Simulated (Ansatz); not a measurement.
# NH3S (singlet): from Hartree-Fock to the top rungs, cc-pVTZ

The task here is to estimate one member of a computed series from the others.

Program: Ansatz 0.2.0, Gaussian basis. Level of theory: cc-pVTZ, core rule «outside noble gas», up to 6 orbitals frozen. These are calculated values, not measurements.

Plan: UHF; CCSD(T) on RHF; BCCD(T) on RHF; CCSDT(Q) on RHF.

1 further run of the same task is left out (for a known fault of the program).

**The geometry**

The geometry is a PBE0/def2-TZVP stationary point (not a proven minimum).

5 atoms, charge 0, spin multiplicity 1.

Atoms are counted from 1 here; the program's logs count them from 0.

Bond lengths: N1–S2 1.703 Å, N1–H3 1.010 Å, N1–H4 1.010 Å, S2–H5 1.347 Å. Angles: S2–N1–H3 111.0°, S2–N1–H4 111.0°, H3–N1–H4 110.2°, N1–S2–H5 97.6°.

Set-up of the first run:

in.yaml

```yaml
crystal:
  periodic: [false, false, false]
  atoms:
    - {symbol: N, position_ang: [0.000000, -0.144700, 1.126464]}
    - {symbol: S, position_ang: [0.000000, 0.085497, -0.560426]}
    - {symbol: H, position_ang: [-0.828420, 0.251917, 1.546431]}
    - {symbol: H, position_ang: [0.828420, 0.251917, 1.546431]}
    - {symbol: H, position_ang: [0.000000, -1.212908, -0.918127]}
basis:
  gaussian: {orbitals: cc-pVTZ}
magnetization: {spin_polarized: true, initial_magnetization: 0}
hamiltonian: {xc: hf}
output: {orbitals: {seedname: orbitals}}
```

Launch:

```sh
> ansatz run in.yaml --threads 1 --pin off --events-out ev --progress --plain --max-ram 2816MiB --backend cpu
```

Among the steps run: UHF; CCSD(T) on RHF; BCCD(T) on RHF; CCSDT(Q) on RHF.

One of the session's tables, all rows but one given; the rest of the session is left out.

It belongs to the step «Misses and costs». 

| method | from RCCSDT(Q) (kJ/mol) |
| --- | --- |
| RHF | +1164.0 |
| RMP2 | +118.7 |
| RCCSD | +48.1 |
| RCCSD(T) | +3.9 |
| BCCD(T) | ? |
| RCCSDT | +2.3 |
| RCCSDT(Q) | 0 |

Q: Estimate the row for BCCD(T) from the others.

As computed: from RCCSDT(Q) (kJ/mol): +3.7. In the column «from RCCSDT(Q) (kJ/mol)» it lies between RCCSDT (+2.3) and RCCSD(T) (+3.9).

With the free atoms at the same levels and basis (separate runs), the atomisation energy is 14.133 eV at RCCSDT(Q), 14.127 eV at RCCSD(T), 9.126 eV at RHF.
